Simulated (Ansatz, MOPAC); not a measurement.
Species: CH3O2, net charge 1, singlet state. SMILES: O=C[OH2+]

Atoms: O1, C2, O3, H4, H5, H6. Bonds: O1-C2, O1-H4, O1-H6, C2-O3, C2-H5.

Bond lengths (Å) and angles (degrees) optimised at PM6 with MOPAC; MNDO with MOPAC; HF/STO-3G with Ansatz (a quantum-chemistry and plane-wave program); MP2/6-31G* with Ansatz, each started from the B3LYP-D3(BJ)/def2-TZVP structure (Ansatz) of the last column. A row stands for all coordinates that are equal there; 10 of 11 kinds are shown. 6-31G* holds six Cartesian d functions. No wavenumbers were computed at MNDO, HF/STO-3G, MP2/6-31G*, so these may be saddle points.

```
coordinate    PM6   MNDO  HF/STO-3G  MP2/6-31G*  B3LYP-D3(BJ)/def2-TZVP
----------  -----  -----  ---------  ----------  ----------------------
O1-C2       1.744  1.498      1.511       1.747                   1.699
O1-H4       0.994  0.963      0.990       0.986                   0.977
O1-H6       0.990  0.960      0.989       0.985                   0.976
C2-O3       1.144  1.191      1.187       1.155                   1.135
C2-H5       1.085  1.099      1.105       1.088                   1.088
O1-C2-O3    105.4  111.8      115.6       115.4                   115.1
C2-O1-H4    117.0  123.9      117.2       113.5                   115.2
C2-O1-H6    121.3  122.1      119.5       120.1                   121.9
O1-C2-H5     94.8  109.8      107.7       100.4                   102.2
O3-C2-H5    159.7  138.4      136.7       144.0                   142.7
```

Mean signed difference of all 5 bond lengths from B3LYP-D3(BJ)/def2-TZVP: PM6 0.016 Å, MNDO -0.033 Å, HF/STO-3G -0.018 Å, MP2/6-31G* 0.017 Å.
